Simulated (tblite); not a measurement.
A geometry optimisation, step by step.

C5H9S (doublet state).
Numbering: `[CH2:1]=[CH:2][CH2:3][CH:4][CH2:5][SH:6]` (hydrogens: H7, H8 on C1; H9 on C2; H10, H11 on C3; H12 on C4; H13, H14 on C5; H15 on S6)
Bond orders are those of one Lewis drawing.

Computed with GFN2-xTB (tblite), gas phase: L-BFGS steps from a force-field or distance-geometry start until the largest atomic force falls under 0.01 eV/Å. 12 of its 102 geometries are shown.

Step 0: E = -501.3152 eV, largest atomic force 1.584 eV/Å
```
atom  x, y, z in Å  |  force x, y, z in eV/Å
C1      1.827    1.280   -0.203   -0.385  -0.307   0.547
C2      1.288    0.364    0.604    0.732   0.816   0.025
C3      0.720   -0.945    0.155   -0.656  -0.222  -0.130
C4     -0.747   -1.014    0.454    0.048  -0.385   0.245
C5     -1.760   -0.503   -0.486    1.117  -1.117  -0.118
S6     -2.511    1.000    0.176   -0.381   0.952   0.317
H7      2.231    2.208    0.193   -0.123  -0.283  -0.179
H8      1.858    1.149   -1.274    0.032   0.018   0.082
H9      1.294    0.543    1.687   -0.147  -0.147  -0.481
H10     0.873   -1.099   -0.916    0.053   0.248  -0.085
H11     1.225   -1.761    0.664    0.118  -0.083   0.267
H12    -1.069   -1.413    1.426    0.133   0.388  -0.609
H13    -1.321   -0.274   -1.458    0.048   0.110  -0.025
H14    -2.537   -1.251   -0.648   -0.350   0.254   0.174
H15    -1.374    1.722    0.238   -0.239  -0.242  -0.030
```

Step 9: E = -501.4551 eV, largest atomic force 0.094 eV/Å
```
atom  x, y, z in Å  |  force x, y, z in eV/Å
C1      1.810    1.276   -0.197   -0.035  -0.035   0.036
C2      1.302    0.363    0.611   -0.056  -0.028  -0.018
C3      0.722   -0.957    0.152    0.030   0.020  -0.015
C4     -0.733   -1.067    0.425    0.020   0.034   0.000
C5     -1.718   -0.554   -0.493    0.036  -0.059  -0.016
S6     -2.527    1.033    0.175    0.003   0.076   0.022
H7      2.219    2.198    0.180   -0.024   0.011  -0.005
H8      1.855    1.141   -1.266   -0.015  -0.032   0.034
H9      1.270    0.529    1.679   -0.028   0.010   0.003
H10     0.896   -1.057   -0.923    0.063  -0.033   0.036
H11     1.246   -1.756    0.689   -0.002   0.036  -0.080
H12    -1.063   -1.378    1.402    0.020  -0.009   0.029
H13    -1.300   -0.280   -1.460   -0.064  -0.060  -0.033
H14    -2.593   -1.196   -0.604    0.016   0.030  -0.010
H15    -1.389    1.716    0.242    0.034   0.039   0.020
```

Step 18: E = -501.4661 eV, largest atomic force 0.071 eV/Å
```
atom  x, y, z in Å  |  force x, y, z in eV/Å
C1      1.785    1.275   -0.185    0.015  -0.029   0.018
C2      1.283    0.360    0.622   -0.051  -0.034  -0.015
C3      0.737   -0.965    0.140    0.006   0.021  -0.004
C4     -0.720   -1.073    0.407    0.018  -0.010   0.010
C5     -1.715   -0.560   -0.497    0.033  -0.017   0.002
S6     -2.490    1.068    0.166    0.018  -0.020  -0.025
H7      2.182    2.207    0.181   -0.051   0.009  -0.016
H8      1.843    1.111   -1.250    0.022   0.046   0.019
H9      1.219    0.528    1.690   -0.002  -0.012  -0.045
H10     0.933   -1.057   -0.932   -0.007   0.006   0.040
H11     1.267   -1.763    0.671   -0.048   0.030  -0.035
H12    -1.034   -1.369    1.395   -0.025  -0.009   0.010
H13    -1.331   -0.324   -1.487   -0.009   0.020   0.013
H14    -2.611   -1.179   -0.570    0.028   0.041   0.049
H15    -1.352    1.748    0.260    0.052  -0.043  -0.021
```

Step 28: E = -501.4793 eV, largest atomic force 0.101 eV/Å
```
atom  x, y, z in Å  |  force x, y, z in eV/Å
C1      1.741    1.290   -0.174    0.012  -0.013   0.031
C2      1.246    0.356    0.616   -0.030  -0.036   0.009
C3      0.742   -0.982    0.122    0.066   0.060   0.003
C4     -0.713   -1.088    0.402    0.045  -0.042  -0.015
C5     -1.711   -0.561   -0.484   -0.018  -0.041  -0.003
S6     -2.386    1.131    0.132    0.030  -0.034   0.001
H7      2.058    2.249    0.206    0.007  -0.050  -0.022
H8      1.873    1.129   -1.235   -0.051   0.036   0.080
H9      1.128    0.522    1.681    0.012   0.023  -0.090
H10     0.945   -1.058   -0.950   -0.068  -0.014   0.042
H11     1.278   -1.783    0.642   -0.024   0.064   0.002
H12    -1.023   -1.380    1.393    0.027  -0.001   0.004
H13    -1.360   -0.376   -1.497   -0.012  -0.010   0.024
H14    -2.630   -1.144   -0.480   -0.047   0.028  -0.053
H15    -1.191    1.702    0.236    0.051   0.030  -0.012
```

Step 37: E = -501.4876 eV, largest atomic force 0.069 eV/Å
```
atom  x, y, z in Å  |  force x, y, z in eV/Å
C1      1.717    1.306   -0.165   -0.017   0.008   0.003
C2      1.216    0.360    0.609   -0.021   0.009   0.014
C3      0.733   -0.984    0.114    0.048   0.048   0.012
C4     -0.718   -1.122    0.402    0.020   0.001  -0.008
C5     -1.715   -0.579   -0.477   -0.015   0.012  -0.005
S6     -2.294    1.155    0.129   -0.003   0.004   0.015
H7      2.012    2.264    0.234    0.023  -0.050  -0.029
H8      1.863    1.163   -1.224   -0.033   0.010   0.041
H9      1.083    0.530    1.671    0.002  -0.020  -0.040
H10     0.922   -1.065   -0.959    0.006   0.018   0.020
H11     1.290   -1.767    0.637   -0.010  -0.002  -0.008
H12    -1.006   -1.398    1.403   -0.042  -0.011  -0.018
H13    -1.371   -0.416   -1.495    0.012  -0.012   0.000
H14    -2.664   -1.111   -0.464    0.009  -0.016   0.025
H15    -1.071    1.673    0.198    0.021   0.001  -0.024
```

Step 46: E = -501.4904 eV, largest atomic force 0.042 eV/Å
```
atom  x, y, z in Å  |  force x, y, z in eV/Å
C1      1.704    1.311   -0.159    0.001   0.010  -0.004
C2      1.206    0.365    0.615    0.001   0.023   0.007
C3      0.731   -0.979    0.115    0.014   0.031   0.024
C4     -0.719   -1.130    0.400   -0.002  -0.024  -0.012
C5     -1.716   -0.584   -0.475   -0.012   0.016  -0.010
S6     -2.260    1.161    0.136   -0.003   0.011  -0.006
H7      2.022    2.262    0.237   -0.020  -0.019  -0.009
H8      1.831    1.173   -1.221    0.002  -0.005   0.025
H9      1.076    0.529    1.677    0.029  -0.016  -0.012
H10     0.924   -1.051   -0.958   -0.013   0.001   0.026
H11     1.294   -1.758    0.636   -0.007  -0.019  -0.005
H12    -1.021   -1.419    1.394    0.028  -0.017   0.009
H13    -1.377   -0.429   -1.495   -0.006   0.010  -0.022
H14    -2.670   -1.106   -0.450   -0.008  -0.004   0.010
H15    -1.027    1.662    0.160   -0.004   0.001  -0.019
```

Step 55: E = -501.4920 eV, largest atomic force 0.020 eV/Å
```
atom  x, y, z in Å  |  force x, y, z in eV/Å
C1      1.694    1.315   -0.152    0.014   0.003   0.000
C2      1.206    0.367    0.627    0.019   0.004  -0.004
C3      0.730   -0.974    0.121    0.002   0.010   0.002
C4     -0.720   -1.136    0.395   -0.003  -0.007   0.003
C5     -1.720   -0.585   -0.473   -0.002   0.008   0.001
S6     -2.242    1.170    0.132    0.004   0.003  -0.001
H7      2.016    2.267    0.237   -0.013  -0.006   0.008
H8      1.810    1.173   -1.215   -0.010   0.008   0.006
H9      1.096    0.526    1.692   -0.003  -0.014  -0.012
H10     0.926   -1.036   -0.952    0.002  -0.008  -0.002
H11     1.292   -1.758    0.636   -0.002  -0.004  -0.004
H12    -1.018   -1.448    1.383   -0.007   0.000   0.008
H13    -1.393   -0.432   -1.498    0.009  -0.008  -0.002
H14    -2.678   -1.100   -0.436   -0.002  -0.006   0.006
H15    -1.004    1.658    0.115   -0.008   0.016  -0.010
```

Step 64: E = -501.4929 eV, largest atomic force 0.030 eV/Å
```
atom  x, y, z in Å  |  force x, y, z in eV/Å
C1      1.691    1.318   -0.145   -0.030   0.002   0.002
C2      1.214    0.361    0.629    0.023  -0.010   0.009
C3      0.733   -0.978    0.122   -0.005   0.010  -0.009
C4     -0.718   -1.135    0.399   -0.009  -0.016  -0.003
C5     -1.720   -0.586   -0.468   -0.002   0.018  -0.002
S6     -2.236    1.178    0.127   -0.002  -0.004  -0.009
H7      2.007    2.269    0.252   -0.001  -0.028  -0.003
H8      1.790    1.192   -1.212   -0.001   0.003   0.019
H9      1.119    0.507    1.697   -0.005   0.003  -0.002
H10     0.924   -1.040   -0.951    0.007  -0.005  -0.015
H11     1.292   -1.767    0.633   -0.003   0.013  -0.004
H12    -1.019   -1.459    1.382    0.010   0.012   0.022
H13    -1.394   -0.442   -1.495   -0.004   0.009   0.000
H14    -2.680   -1.095   -0.423    0.023   0.001   0.006
H15    -1.007    1.684    0.063   -0.001  -0.009  -0.009
```

Step 73: E = -501.4941 eV, largest atomic force 0.026 eV/Å
```
atom  x, y, z in Å  |  force x, y, z in eV/Å
C1      1.669    1.322   -0.131    0.002   0.000   0.008
C2      1.219    0.346    0.636    0.011  -0.002   0.010
C3      0.738   -0.987    0.116   -0.002   0.005   0.003
C4     -0.712   -1.135    0.403   -0.014   0.005  -0.001
C5     -1.716   -0.582   -0.458   -0.010  -0.011  -0.018
S6     -2.219    1.194    0.110   -0.003  -0.014   0.006
H7      1.986    2.265    0.283   -0.003   0.002  -0.026
H8      1.753    1.215   -1.201    0.001   0.012   0.016
H9      1.136    0.477    1.706    0.002  -0.006   0.004
H10     0.925   -1.042   -0.959   -0.003   0.004  -0.002
H11     1.296   -1.779    0.622    0.003  -0.013  -0.008
H12    -1.004   -1.451    1.392   -0.001   0.015   0.012
H13    -1.401   -0.451   -1.490    0.003  -0.004  -0.007
H14    -2.678   -1.086   -0.398    0.003   0.004   0.003
H15    -0.996    1.702   -0.021    0.011   0.001   0.000
```

Step 83: E = -501.4950 eV, largest atomic force 0.024 eV/Å
```
atom  x, y, z in Å  |  force x, y, z in eV/Å
C1      1.655    1.325   -0.114    0.003   0.000   0.001
C2      1.229    0.334    0.647    0.002  -0.005  -0.002
C3      0.741   -0.990    0.112   -0.011  -0.001   0.000
C4     -0.708   -1.129    0.408   -0.014   0.014   0.004
C5     -1.716   -0.585   -0.456   -0.007   0.000  -0.013
S6     -2.205    1.198    0.101   -0.019  -0.011  -0.009
H7      1.972    2.268    0.300   -0.002  -0.013   0.004
H8      1.721    1.231   -1.187   -0.003   0.005   0.004
H9      1.163    0.446    1.720    0.010   0.005  -0.002
H10     0.919   -1.034   -0.965   -0.001   0.007  -0.005
H11     1.295   -1.796    0.601    0.011   0.004   0.004
H12    -0.996   -1.414    1.408    0.005  -0.002   0.002
H13    -1.405   -0.467   -1.491    0.007  -0.004  -0.011
H14    -2.679   -1.084   -0.388   -0.003  -0.006   0.015
H15    -0.991    1.705   -0.084    0.022   0.008   0.007
```

Step 92: E = -501.4958 eV, largest atomic force 0.047 eV/Å
```
atom  x, y, z in Å  |  force x, y, z in eV/Å
C1      1.646    1.327   -0.101    0.008   0.028   0.013
C2      1.242    0.324    0.655    0.002   0.007  -0.014
C3      0.739   -0.989    0.109   -0.013  -0.011  -0.005
C4     -0.709   -1.118    0.414   -0.016  -0.006   0.005
C5     -1.718   -0.593   -0.458    0.002   0.016   0.002
S6     -2.199    1.205    0.067   -0.034  -0.028  -0.016
H7      1.969    2.261    0.326    0.022   0.025  -0.009
H8      1.687    1.255   -1.177   -0.010  -0.006   0.024
H9      1.206    0.420    1.732   -0.003  -0.006  -0.011
H10     0.906   -1.019   -0.970    0.010  -0.001  -0.017
H11     1.294   -1.802    0.583   -0.002  -0.023   0.011
H12    -0.993   -1.381    1.420    0.007  -0.005   0.007
H13    -1.411   -0.495   -1.496   -0.010  -0.009   0.005
H14    -2.683   -1.089   -0.373    0.009   0.013   0.003
H15    -0.981    1.702   -0.120    0.029   0.005   0.003
```

Step 101: E = -501.4973 eV, largest atomic force 0.009 eV/Å
```
atom  x, y, z in Å  |  force x, y, z in eV/Å
C1      1.635    1.340   -0.073    0.006  -0.001   0.000
C2      1.263    0.311    0.666    0.000   0.003   0.000
C3      0.736   -0.985    0.100   -0.003   0.000  -0.001
C4     -0.710   -1.099    0.424   -0.004   0.001  -0.004
C5     -1.726   -0.605   -0.459   -0.002   0.003  -0.003
S6     -2.196    1.216   -0.017   -0.002  -0.004   0.003
H7      1.980    2.261    0.365    0.001   0.000   0.001
H8      1.627    1.299   -1.151    0.002   0.004   0.002
H9      1.274    0.371    1.746   -0.001   0.003   0.005
H10     0.887   -0.998   -0.981    0.001  -0.005  -0.004
H11     1.285   -1.816    0.552    0.001   0.000   0.002
H12    -0.982   -1.327    1.443    0.003   0.004  -0.008
H13    -1.428   -0.558   -1.504   -0.005  -0.005   0.004
H14    -2.692   -1.090   -0.343    0.004   0.002   0.004
H15    -0.959    1.687   -0.156    0.000  -0.003  -0.002
```

Q: Summarise the path.

A: The energy falls by 4.20 kcal/mol from step 0 to step 101; nine tenths of that is first reached at step 28. It falls at every step. The largest force goes from 1.584 to 0.009 eV/Å. Among the bonds C5–S6 changes most, from 1.806 to 1.932 Å; the atoms move by 0.272 Å rms after alignment.

What follows is the cost of the whole relaxation. Hardware: one thread, Arm Neoverse V2 (aarch64), no GPU, shared host with 96 logical CPUs at a one-minute load of 51. Cost: 0.44 s wall.
